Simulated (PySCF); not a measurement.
These 2 structures share the formula [C3H2FO2]- (charge -1). Computed, not measured: PBE0-D3(BJ)/def2-SVP geometry optimisation, gas phase in PySCF 2.14.0. Energies are electronic, without zero-point or thermal terms, for one conformer each. No frequencies were run at this level. Point groups hold within 0.08 Å.

Question: Order them by energy at this level, lowest first, and give relative energies in kJ/mol.
A. `O=C([O-])/C=C/F`
B. `[CH2:1]=[C:2]([F:3])[C:4](=[O:5])[O-:6]` (charge -1) with C1–C2–C4–O5 180°

Answer: B (0.0), A (11.0).

Neighbours under 21 kJ/mol apart (C=C(F)C(=O)[O-] and O=C([O-])/C=C/F) can change places with a better method, another conformer or zero-point energy.

```csv
SMILES,E (Eh),E rel (kJ/mol),dipole about centre of mass (D),point group,"A, B, C (MHz)"
C=C(F)C(=O)[O-],-365.18005,0.0,4.52,Cs,"5781, 3634, 2231"
O=C([O-])/C=C/F,-365.17585,11.0,5.65,Cs,"10875, 1930, 1640"
```

How do the relative energies change in single points at PBE0/pcSseg-1 (no added dispersion term) on the same geometries?

```json
{"SMILES": "C=C(F)C(=O)[O-]", "PBE0-D3(BJ)/def2-SVP (kJ/mol)": "0.0", "PBE0/pcSseg-1 (kJ/mol)": "0.0", "shift": "0.0"}
{"SMILES": "O=C([O-])/C=C/F", "PBE0-D3(BJ)/def2-SVP (kJ/mol)": "11.0", "PBE0/pcSseg-1 (kJ/mol)": "8.5", "shift": "-2.5"}
```

Each column counts from its own lowest isomer. The order is unchanged; the largest shift is 2.5 kJ/mol.
